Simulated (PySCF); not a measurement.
C₂H₆O, SMILES COC. Geometry: B3LYP-D3(BJ)/def2-TZVP.

Calculation: PySCF with B3LYP-D3(BJ)/def2-TZVP.

Harmonic wavenumbers (cm⁻¹): 212, 245, 414, 941, 1119, 1163, 1193, 1195, 1268, 1461, 1482, 1489, 1491, 1498, 1515, 2962, 2974, 3004, 3009, 3112, 3114. Rotational constants (GHz): 39.43, 10.01, 8.880; symmetry number 2.

Problem. Work out the zero-point energy and the ideal-gas rigid-rotor harmonic-oscillator thermochemistry at 298.15 K and 1 atm.

Solution. ZPE = ½ Σ hcν = ½ × 34862 cm⁻¹ = 49.84 kcal/mol. H − E(el) = 53.15 kcal/mol. Entropy in cal/(mol K): translation 37.41, rotation 20.67, vibration 5.12, total 63.19. G − E(el) = 34.31 kcal/mol. Cp = 14.97 cal/(mol K).
